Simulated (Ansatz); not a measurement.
Input file:

```yaml
crystal:
  periodic: [false, false, false]
  atoms:
    - {symbol: O, position_ang: [-1.048673, -0.231644, 0.000000]}
    - {symbol: H, position_ang: [-1.297982, 0.694932, 0.000000]}
    - {symbol: H, position_ang: [0.439327, -0.231644, 0.000000]}
    - {symbol: S, position_ang: [1.907327, -0.231644, 0.000000]}
basis:
  gaussian: {orbitals: "6-31G*"}
magnetization: {spin_polarized: false, initial_magnetization: 2}
hamiltonian: {xc: {name: PBE0}}
correlation: {method: ccsd, electrons: outside_noble_gas}
```

```sh
$ ansatz run in.yaml --threads 1 --pin off --events-out ev --progress --plain --max-ram 2393MiB
```

**Question.** Roughly how long does this take on 1 thread of Intel Xeon Platinum 8488C, shared host, and how much host memory?

**Answer.** 6 s wall and 0.11 GiB.

```
355 factors; integrals over basis functions are off by at most 9.2e-4 eV
mean field evaluation 1: about -12895.9230 eV, gradient 5.8e1 eV
mean field evaluation 2: about -12895.9243 eV, gradient 5.8e1 eV
mean field evaluation 4: about -12899.9699 eV, gradient 3.1e1 eV
mean field evaluation 8: about -12887.1161 eV, gradient 5.6e1 eV
mean field evaluation 16: about -12904.0472 eV, gradient 9.8e-2 eV
mean field evaluation 32: about -12904.1946 eV, gradient 7.3e-1 eV
mean field evaluation 64: about -12904.1356 eV, gradient 5.3e-1 eV
mean field evaluation 96: about -12887.3867 eV, gradient 3.6e1 eV
mean field evaluation 128: about -12904.1823 eV, gradient 5.6e-1 eV
mean field -12904.21324390 eV, -474.2210899233 hartree, gradient 1.2e-6 eV, S^2 2.000000; 9 other end points of the search recorded, 0 dependent functions left out
mean field evaluation 160: about -12882.2393 eV, gradient 2.2e0 eV
...
cycle   6  -8.44502329 eV  change    2.9e-4 eV  update   1.6e-3
cycle   7  -8.44473618 eV  change    2.9e-4 eV  update   9.5e-4
cycle   8  -8.44469930 eV  change    3.7e-5 eV  update   5.3e-4
cycle   9  -8.44464773 eV  change    5.2e-5 eV  update   3.7e-4
cycle  10  -8.44464551 eV  change    2.2e-6 eV  update   2.7e-4
cycle  11  -8.44478934 eV  change   -1.4e-4 eV  update   1.9e-4
cycle  12  -8.44482116 eV  change   -3.2e-5 eV  update   8.7e-5
cycle  13  -8.44485684 eV  change   -3.6e-5 eV  update   5.5e-5
cycle  14  -8.44484227 eV  change    1.5e-5 eV  update   2.4e-5
cycle  15  -8.44483726 eV  change    5.0e-6 eV  update   1.2e-5
Total energy: -12890.23407354 eV, -473.7073648881 hartree
```
